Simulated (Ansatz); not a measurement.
A (100) slab of Ta (Fm-3m (No. 225)), 6 planes, outer planes Ta (top) and Ta (bottom), with 6 atoms (Ta6) in a surface cell of A = 8.718 Å², as cut from the bulk:

```xyz
6
Lattice="2.9526 0.0000 0.0000 0.0000 2.9526 0.0000 0.0000 0.0000 25.4390" Properties=species:S:1:pos:R:3 pbc="T T T"
Ta    1.4763    1.4763    7.5000
Ta    0.0000    0.0000    9.5878
Ta    1.4763    1.4763   11.6756
Ta    0.0000    0.0000   13.7634
Ta    1.4763    1.4763   15.8512
Ta    0.0000    0.0000   17.9390
```

All numbers below come from Ansatz 0.2.0, DFT PBEsol, scalar-relativistic, plane waves, PAW. Settings: cutoff 420 eV, Γ-centred mesh 12×12×1 on the computed 6-atom cell, Gaussian smearing of 0.10 eV; no spin polarisation.

Against the same 6 atoms in the bulk, the slab as cut lies 2.851 eV higher and the relaxed slab 2.752 eV higher.

Problem. Work out the surface energy before and after relaxation.

Solution. The slab has two faces, so γ = (E_slab − N·E_bulk)/(2A), the mean of both. As cut: 2.851/(2 × 8.718) = 0.1635 eV/Å², and 1 eV/Å² = 16.02 J/m², so γ = 2.62 J/m². Relaxed: 2.752/(2 × 8.718) = 0.1578 eV/Å² = 2.53 J/m². Relaxation recovers 3 % of the cost of cutting.

Problem. A cut through this plane breaks about 4 nearest-neighbour bonds a surface cell. What does each broken bond cost, before relaxation?

Solution. One cut makes two faces and costs 2γA = 2.851 eV, shared by 4 bonds: 0.71 eV a bond. In a metal this is less than the cohesive energy a bond, since the bonds that remain at the surface strengthen.

Problem. What is the ideal work of this cut, per area?

Solution. Griffith's ideal work is 2γ: 5.24 J/m² if the new faces stay rigid, 5.06 J/m² if they relax. One thickness was run, 6 planes, so γ can still shift with it.

The reference crystal is the fcc form of Ta, which isn't its usual structure.